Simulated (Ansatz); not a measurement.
Pb₂Au: computed properties

Level of theory: DFT PBEsol, scalar-relativistic, plane waves, PAW in Ansatz.

Plane waves to 420 eV, a k mesh through Γ of 8×8×8 on the computed 6-atom cell and Gaussian smearing (0.10 eV); no spin polarisation.

The structure is relaxed at this level of theory with its symmetry kept. Whether it is the stable form of this composition wasn't checked.

```cif
data_structure
_symmetry_space_group_name_H-M 'I4/mcm'
_symmetry_Int_Tables_number 140
_cell_length_a 7.3265
_cell_length_b 7.3265
_cell_length_c 5.6664
_cell_angle_alpha 90.000
_cell_angle_beta 90.000
_cell_angle_gamma 90.000
_cell_volume 304.16
loop_
_atom_site_label
_atom_site_type_symbol
_atom_site_symmetry_multiplicity
_atom_site_Wyckoff_symbol
_atom_site_fract_x
_atom_site_fract_y
_atom_site_fract_z
_atom_site_occupancy
Pb1 Pb 8 h 0.15873 0.65873 0.00000 1
Au1 Au 4 a 0.00000 0.00000 0.25000 1
```

```
Space group                                                       : I4/mcm (No. 140)
Volume per atom                                                   : 25.35 Å³
Formation energy from the elements' standard states (uncorrected) : -0.077 eV/atom
Kohn–Sham band gap                                                : none (metal)
Density of states at the Fermi level                              : 2.16 states/eV per cell
Löwdin character within 0.5 eV of the Fermi level                 : Pb 6p 73 %, Pb 6s 9 %, Au 5d 8 %, unprojected 5 %
Bulk modulus                                                      : 68 GPa
Its pressure derivative                                           : 5.3
Bader charges (e)                                                 : Pb (4 in the cell) 0.29, Au (2 in the cell) -0.58
```

Spin-orbit coupling is left out, which matters for the bands of heavy elements.

Cost: 9 runs of about 23 core-minutes in all, on Arm Neoverse V1 (shared hosts).